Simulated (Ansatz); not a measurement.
**SiNHCl+ (triplet): from Hartree-Fock to the top rungs, cc-pVDZ**

The task here is to estimate one member of a computed series from the others.

The runs use Ansatz 0.2.0, Gaussian basis; cc-pVDZ, core rule «outside noble gas», up to 11 orbitals frozen.

To be run: UHF; CCSD(T) on ROHF; CCSD(T) on UHF; BCCD(T) on ROHF; CISD; CCSDT(Q) on ROHF; CCSDT(Q) on UHF.

5 further runs of the same task are left out: 5 set aside as unsound or not needed.

**The system**

The geometry is a PBE0/def2-TZVP stationary point (not a proven minimum) of the parent state, kept for this charge and spin.

4 atoms, charge 1, spin multiplicity 3.

Atoms are counted from 1 here; the program's logs count them from 0.

Bond lengths: Cl1–Si2 2.020 Å, Si2–N3 1.633 Å, Si2–H4 1.476 Å. Angles: Cl1–Si2–N3 125.1°, Cl1–Si2–H4 111.1°, N3–Si2–H4 123.8°.

Set-up of the first run:

Input file in.yaml:

```yaml
crystal:
  periodic: [false, false, false]
  atoms:
    - {symbol: Cl, position_ang: [0.000000, -0.138445, 1.293984]}
    - {symbol: Si, position_ang: [0.000000, 0.413775, -0.649194]}
    - {symbol: N, position_ang: [0.000000, -0.614810, -1.917065]}
    - {symbol: H, position_ang: [0.000000, 1.883691, -0.784690]}
basis:
  gaussian: {orbitals: cc-pVDZ}
total_charge: 1
magnetization: {spin_polarized: true, initial_magnetization: 2}
hamiltonian: {xc: hf}
output: {orbitals: {seedname: orbitals}}
```

Launch:

```
$ ansatz run in.yaml --threads 1 --pin off --events-out ev --progress --plain --max-ram 3968MiB --backend cpu
```

Steps of the session up to this table: UHF; CCSD(T) on ROHF; CCSD(T) on UHF; BCCD(T) on ROHF; CISD; CCSDT(Q) on ROHF; CCSDT(Q) on UHF.

One table of the session follows, with a row left open; its other results are not shown here.

| method | from UCCSDT(Q) (meV) |
| --- | --- |
| ROHF | ? |
| UHF | +9575.2 |
| RMP2 | +1394.9 |
| UMP2 | +1398.4 |
| CISD | +1238.8 |
| RCCSD | +313.2 |
| UCCSD | +310.4 |
| RCCSD(T) | +61.2 |
| UCCSD(T) | +60.2 |
| BCCD(T) | +59.9 |
| RCCSDT | +22.7 |
| UCCSDT | +21.7 |
| RCCSDT(Q) | +4.3 |
| UCCSDT(Q) | 0 |

Q: Estimate the row for ROHF from the others.

The run gave: from UCCSDT(Q) (meV): +9712.4. In the column «from UCCSDT(Q) (meV)» it is the highest.

Caveats from the session: Restricted and unrestricted rows rest on different reference determinants; where their highest levels disagree by more than a few hundredths of an eV, they describe different states and don't form one ladder.
